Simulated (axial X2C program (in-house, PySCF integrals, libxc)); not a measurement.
**Outer orbitals of P₂ at 1.893 Å, PBE0**

Computed with an in-house all-electron X2C program for linear molecules (integrals from PySCF). Spin-free means the one-electron spin-free X2C Hamiltonian; two-component (2c) means X2C with spin–orbit coupling and atomic mean-field two-electron Coulomb and Gaunt terms, so the difference of the two also holds small scalar two-electron terms. Basis: P dyall-v3z [8s7p2d1f] (cores contracted in-house); Gaussian nuclei, density fitting, unrestricted open shells. Masses: P 30.974 u.

The distance is close to the 2c PBE0 minimum; the highest filled and lowest empty levels are listed.

Spin-free orbitals, state M_S = 0, Λ = 0 (closed shell) (Löwdin shares):

```tsv
symmetry	occupied	ε (eV)	atomic character
σα	yes	-19.16	79% P s, 16% P p, 4% P d
σα	yes	-13.09	61% P s, 34% P p, 4% P d
σα	yes	-8.36	82% P p, 17% P s
π+α	yes	-8.10	94% P p, 5% P d
π-α	yes	-8.10	94% P p, 5% P d
π-α	no	-2.61	85% P p, 14% P d
π+α	no	-2.61	85% P p, 14% P d
σα	no	1.25	58% P p, 32% P d, 10% P s
σα	no	2.85	41% P s, 34% P d, 24% P p
```

One partner of each degenerate Kramers or spin pair is listed.

Spinors with spin–orbit coupling (state Ω = 0):

```json
{"ω": "1/2", "occupied": "yes", "ε (eV)": "-19.17", "atomic character": "79% P s, 16% P p, 4% P d", "λ mixture": "100% σ"}
{"ω": "1/2", "occupied": "yes", "ε (eV)": "-13.09", "atomic character": "61% P s, 34% P p, 4% P d", "λ mixture": "100% σ"}
{"ω": "1/2", "occupied": "yes", "ε (eV)": "-8.36", "atomic character": "82% P p, 17% P s", "λ mixture": "100% σ"}
{"ω": "1/2", "occupied": "yes", "ε (eV)": "-8.12", "atomic character": "94% P p, 5% P d", "λ mixture": "100% π"}
{"ω": "3/2", "occupied": "yes", "ε (eV)": "-8.08", "atomic character": "94% P p, 5% P d", "λ mixture": "100% π"}
{"ω": "1/2", "occupied": "no", "ε (eV)": "-2.62", "atomic character": "85% P p, 14% P d", "λ mixture": "100% π"}
{"ω": "3/2", "occupied": "no", "ε (eV)": "-2.59", "atomic character": "85% P p, 14% P d", "λ mixture": "100% π"}
{"ω": "1/2", "occupied": "no", "ε (eV)": "1.26", "atomic character": "58% P p, 32% P d, 10% P s", "λ mixture": "100% σ"}
{"ω": "1/2", "occupied": "no", "ε (eV)": "2.85", "atomic character": "41% P s, 34% P d, 24% P p", "λ mixture": "100% σ"}
```

One partner of each degenerate Kramers or spin pair is listed.

Task: How does the gap between the highest filled and lowest empty level change from the spin-free to the 2c table?

Result: From 5.49 to 5.46 eV at PBE0, a change of -0.03 eV.

Mulliken charges and populations of the two-component result (they depend on the basis, above all on diffuse functions):

P1 0.00 e (s 5.86 p 9.03 d 0.11 f 0.01), P2 0.00 e (s 5.86 p 9.03 d 0.11 f 0.01).

The state is a single determinant with fixed occupations, the lowest that a limited PBE0 search found.
